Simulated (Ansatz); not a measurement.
A first try at a rigid scan of one bond length of FH2SSi, SMILES F[SiH2][S], using Ansatz's Python interface.

Script `scan_fh2ssi.py`:
```python
"""Stretching a bond of FH2SSi, the rest held rigid."""

import ansatz as az
import matplotlib.pyplot as plt
import numpy as np


def main() -> None:
    geometry_ang = [
        ("F", (-0.3612, 0.0044, 1.58)),
        ("Si", (0.0738, -0.0844, 0.0458)),
        ("S", (-1.2072, 1.1114, -1.2045)),
        ("H", (0.0622, -1.491, -0.3817)),
        ("H", (1.4823, 0.386, -0.081)),
    ]
    fh2ssi = az.Crystal.molecule()
    for symbol, xyz in geometry_ang:
        fh2ssi = fh2ssi.atom(symbol, xyz)

    symbols = [site.symbol for site in fh2ssi.cartesian_sites]
    start = np.array([site.position_ang for site in fh2ssi.cartesian_sites])
    axis = (start[0] - start[1]) / np.linalg.norm(start[0] - start[1])
    moving = [0]
    lengths, energies = [1.36, 1.47, 1.6, 1.76, 2.0, 2.4, 2.87, 3.51], []
    for length in lengths:
        xyz = start.copy()
        xyz[moving] += (length - np.linalg.norm(start[0] - start[1])) * axis
        point = az.Crystal.molecule()
        for symbol, place in zip(symbols, xyz):
            point = point.atom(symbol, place.tolist())
        base = point.calculation()
        base = base.basis(gaussian="def2-SVP")
        base = base.functional("cam_b3lyp")
        base = base.spin("collinear", total=1)
        r = base.run(nproc=4).report
        energies.append(r["free_energy_ev"])
        print(f"r = {length:6.3f} A  E = {energies[-1]:.5f} eV  <S^2> = {abs(r['mean_field']['state']['spin_squared']):.3f}")

    print("energy above the lowest point (eV):", [round(e - min(energies), 3) for e in energies])
    plt.figure(figsize=(4.5, 3))
    plt.plot(lengths, np.array(energies) - min(energies), "o-")
    plt.xlabel("bond length (A)")
    plt.ylabel("E - E(min) (eV)")
    plt.tight_layout()
    plt.savefig("scan.png", dpi=100)


if __name__ == "__main__":
    main()
```

```console
$ python scan_fh2ssi.py
Traceback (most recent call last):
  File "scan_fh2ssi.py", line 49, in <module>
    main()
    ~~~~^^
  File "scan_fh2ssi.py", line 35, in main
    r = base.run(nproc=4).report
        ~~~~~~~~^^^^^^^^^
TypeError: Calculation.run() got an unexpected keyword argument 'nproc'
```

Why does it end like this?

The fault: run() has no such keyword. Mended:

The script, `scan_fh2ssi.py`:
```python
"""Stretching a bond of FH2SSi, the rest held rigid."""

import ansatz as az
import matplotlib.pyplot as plt
import numpy as np


def main() -> None:
    geometry_ang = [
        ("F", (-0.3612, 0.0044, 1.58)),
        ("Si", (0.0738, -0.0844, 0.0458)),
        ("S", (-1.2072, 1.1114, -1.2045)),
        ("H", (0.0622, -1.491, -0.3817)),
        ("H", (1.4823, 0.386, -0.081)),
    ]
    fh2ssi = az.Crystal.molecule()
    for symbol, xyz in geometry_ang:
        fh2ssi = fh2ssi.atom(symbol, xyz)

    symbols = [site.symbol for site in fh2ssi.cartesian_sites]
    start = np.array([site.position_ang for site in fh2ssi.cartesian_sites])
    axis = (start[0] - start[1]) / np.linalg.norm(start[0] - start[1])
    moving = [0]
    lengths, energies = [1.36, 1.47, 1.6, 1.76, 2.0, 2.4, 2.87, 3.51], []
    for length in lengths:
        xyz = start.copy()
        xyz[moving] += (length - np.linalg.norm(start[0] - start[1])) * axis
        point = az.Crystal.molecule()
        for symbol, place in zip(symbols, xyz):
            point = point.atom(symbol, place.tolist())
        base = point.calculation()
        base = base.basis(gaussian="def2-SVP")
        base = base.functional("cam_b3lyp")
        base = base.spin("collinear", total=1)
        r = base.run().report
        energies.append(r["free_energy_ev"])
        print(f"r = {length:6.3f} A  E = {energies[-1]:.5f} eV  <S^2> = {abs(r['mean_field']['state']['spin_squared']):.3f}")

    print("energy above the lowest point (eV):", [round(e - min(energies), 3) for e in energies])
    plt.figure(figsize=(4.5, 3))
    plt.plot(lengths, np.array(energies) - min(energies), "o-")
    plt.xlabel("bond length (A)")
    plt.ylabel("E - E(min) (eV)")
    plt.tight_layout()
    plt.savefig("scan.png", dpi=100)


if __name__ == "__main__":
    main()
```

The mended script runs so:

```console
$ python scan_fh2ssi.py
r =  1.360 A  E = -21453.14308 eV  <S^2> = 0.753
r =  1.470 A  E = -21454.54083 eV  <S^2> = 0.753
r =  1.600 A  E = -21455.03091 eV  <S^2> = 0.753
r =  1.760 A  E = -21454.75197 eV  <S^2> = 0.753
r =  2.000 A  E = -21453.63782 eV  <S^2> = 0.753
r =  2.400 A  E = -21451.62304 eV  <S^2> = 0.754
r =  2.870 A  E = -21450.01356 eV  <S^2> = 1.051
r =  3.510 A  E = -21449.38483 eV  <S^2> = 1.118
energy above the lowest point (eV): [1.888, 0.49, 0.0, 0.279, 1.393, 3.408, 5.017, 5.646]
```

Notes:
- Total energies depend on the basis set; only differences at equal settings carry meaning.
- The rest of the molecule is held rigid at a force-field or estimated start geometry, and the basis set is modest; single-reference methods fail as a bond breaks.
- The species is open-shell (spin multiplicity 2).
- The expectation value of S² is noticeably off S(S+1) in at least one run, so that state is spin-contaminated.
- Timing: 90 s on 1 thread of Intel(R) Xeon(R) Platinum 8259CL CPU @ 2.50GHz (Skylake/Cascade Lake), with other jobs on the host, peak memory 0.28 GiB.
